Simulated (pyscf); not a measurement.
Elementary routes open to `[PH]=[GaH]` + `[SiH4]` in the gas phase (singlet surface):
A. `[SiH3][GaH][PH2]` (H–Si broken; H–P, Ga–Si formed)
B. `[SiH3][PH][GaH2]` (H–Si broken; P–Si, Ga–H formed)

Optimised with ωB97X-D3(BJ)/def2-SVP in PySCF. Correlated levels are frozen-core, on RHF or UHF. ΔMP2 is the change of the MP2 total energy from the triple- to the quadruple-zeta basis.

Q: Rank the routes by free-energy barrier at 298 K, lowest first, for CCSD(T)/def2-TZVPP + ΔMP2(QZVPP) energies (ideal gas, 1 atm, RRHO with modes under 100 cm⁻¹ raised to 100, one conformer, R ln 2 for chiral ones without a mode under 150 cm⁻¹).

A: B (95.4 kJ/mol), A (135.0 kJ/mol)

Route B is the fastest of these, ahead of the next by 39.7 kJ/mol. The most stable products are those of B (ΔG = -94.7 kJ/mol), so kinetics and thermodynamics agree. At 1200 K B is still the fastest. A: On the reactant side the descent ends in a complex, 21.0 kJ/mol under the separated species and 124.4 kJ/mol under the saddle at ωB97X-D3(BJ)/def2-TZVP. B: On the reactant side the descent ends in a complex, 21.0 kJ/mol under the separated species and 56.9 kJ/mol under the saddle at ωB97X-D3(BJ)/def2-TZVP. Only these routes are compared; each barrier is that of the saddle found, and lower ones may exist. The CCSD(T) − MP2 part came from Ansatz, without density fitting, on the same reference. The frozen core leaves the outer d or s,p core shells of the metals and heavy elements correlated in the MP2 and CC values, and def2-TZVPP describes them poorly, which can shift differences by a few kcal/mol. Elements up to Kr have no core potential and no relativistic terms here.
